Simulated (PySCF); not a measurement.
C₃H₄, charge +1, multiplicity 2. Atoms are numbered in the order given.

```xyz
7

C     -1.3107     0.0000     0.0000
C      0.0000     0.0000     0.0000
C      1.3107     0.0000     0.0000
H     -1.8727     0.8504    -0.3894
H     -1.8727    -0.8504     0.3894
H      1.8727    -0.8504    -0.3894
H      1.8727     0.8504     0.3894
```
Charge +1, spin multiplicity 2.

Geometry: B3LYP-D3(BJ)/def2-TZVP. The spin state was assumed, not searched.

Calculation: TDA-ωB97X/def2-SVPD (PySCF 2.14.0).

Vertical excitations. 

Computed lowest excited states:
| state | energy (eV) | λ (nm) | f | main pairs |
|---|---|---|---|---|
| root 1 | 2.39 | 519 | 0.008 | β HOMO→LUMO 93 % |
| root 2 | 3.78 | 328 | 0.000 | α HOMO→LUMO 95 % |
| root 3 | 4.96 | 250 | 0.004 | α HOMO−1→LUMO 33 %, β HOMO→LUMO+1 59 % |
| root 4 | 5.87 | 211 | 0.001 | α HOMO−1→LUMO 14 %, β HOMO−1→LUMO 75 % |
| root 5 | 6.21 | 200 | 0.010 | α HOMO→LUMO+1 54 %, α HOMO−1→LUMO 32 %, β HOMO−1→LUMO 8 % |
| root 6 | 6.77 | 183 | 0.000 | β HOMO−2→LUMO 88 % |
| root 7 | 6.80 | 182 | 0.008 | β HOMO−3→LUMO 97 % |
| root 8 | 7.70 | 161 | 0.000 | α HOMO−1→LUMO+1 56 %, β HOMO→LUMO+2 34 % |
| root 9 | 8.41 | 147 | 0.778 | α HOMO→LUMO+1 28 %, α HOMO−2→LUMO 20 %, α HOMO−1→LUMO 11 %, β HOMO→LUMO+1 19 %, β HOMO−1→LUMO 10 % |
| root 10 | 8.61 | 144 | 0.005 | β HOMO−4→LUMO 88 % |
Unrestricted roots are not spin-pure.
